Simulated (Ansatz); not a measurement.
**Hydrogen sulfide (H2S): vertical ionisation energy**

How much energy removes an electron from hydrogen sulfide (H2S) at fixed geometry? The cation is run at each level and the neutral's energy taken from earlier runs.

Computed with Ansatz 0.2.0, Gaussian basis. Level: unrestricted cation, the program's frozen cores in correlated methods.

The runs, in order: UKS PBE-D4/def2-TZVPP; UKS r2SCAN-D4/def2-TZVPP; UKS PBE0-D4/def2-TZVPP; UKS B3LYP-D4/def2-TZVPP; UKS wB97X-V/def2-TZVPP; UKS wB97M-V/def2-TZVPP; UKS B2PLYP/def2-TZVPP; UHF-CCSD(T)/def2-TZVPP; UHF-CCSD(T)/def2-QZVPP; extrapolation to the limit; then −ε(HOMO) from the neutral's earlier runs with LDA (SPW92), PBE-D4, revPBE-D4, BLYP-D4, r2SCAN-D4, B97M-V, PBE0-D4, B3LYP-D4, r2SCANh-D4, r2SCAN0-D4, HSE06-D4, BHLYP-D4, CAM-B3LYP-D4, LC-ωPBE, ωB97X-V, ωB97M-V.

### 1 Structure used throughout

The geometry comes from an earlier relaxation with PBE0-D4 in a triple-zeta def2 set; it is a stationary point.

3 atoms, charge 0, spin multiplicity 1.

Atoms are counted from 1 here; the program's logs count them from 0.

Bond lengths: S1–H2 1.341 Å, S1–H3 1.341 Å. Angles: H2–S1–H3 92.3°.

Coordinates:

```
S     0.49550   -0.28065    0.24388
H     0.09793    0.99771    0.16237
H    -0.59343   -0.71707   -0.40626
```

### 2 Cation, UKS PBE-D4/def2-TZVPP

File in.yaml:

```yaml
crystal:
  periodic: [false, false, false]
  atoms:
    - {symbol: S, position_ang: [0.495498, -0.280650, 0.243885]}
    - {symbol: H, position_ang: [0.097931, 0.997712, 0.162375]}
    - {symbol: H, position_ang: [-0.593428, -0.717071, -0.406260]}
basis:
  gaussian: {orbitals: def2-TZVPP}
total_charge: 1
magnetization: {spin_polarized: true, initial_magnetization: 1}
hamiltonian: {xc: pbe, dispersion: d4}
```

After this run come: Cation, UKS r2SCAN-D4/def2-TZVPP; Cation, UKS PBE0-D4/def2-TZVPP; Cation, UKS B3LYP-D4/def2-TZVPP; Cation, UKS wB97X-V/def2-TZVPP; Cation, UKS wB97M-V/def2-TZVPP; Cation, UKS B2PLYP (frozen core)/def2-TZVPP; Cation, UHF-CCSD(T)/def2-TZVPP; Cation, UHF-CCSD(T)/def2-QZVPP.

Before running them: what should the planned runs give, taken together? Wanted: ionisation energy, CCSD(T)/CBS; nearest functional by difference; nearest −ε(HOMO); −ε(HOMO) of PBE; T1 of the cation.

**Answer**, as computed:

```
                        quantity                value
  ionisation energy, CCSD(T)/CBS             10.51 eV
nearest functional by difference  B3LYP-D4 (-0.08 eV)
                nearest −ε(HOMO)   LC-ωPBE (-0.17 eV)
                 −ε(HOMO) of PBE              6.20 eV
                T1 of the cation                0.012
```

What this shows: By cation minus neutral, the functionals miss by 0.19 eV at most. −ε(HOMO) of PBE misses by 4.3 eV, since self-interaction lifts the level. Among orbital estimates LC-ωPBE comes nearest. Hartree-Fock falls 1.31 eV short, as the neutral has more correlation energy than the cation.
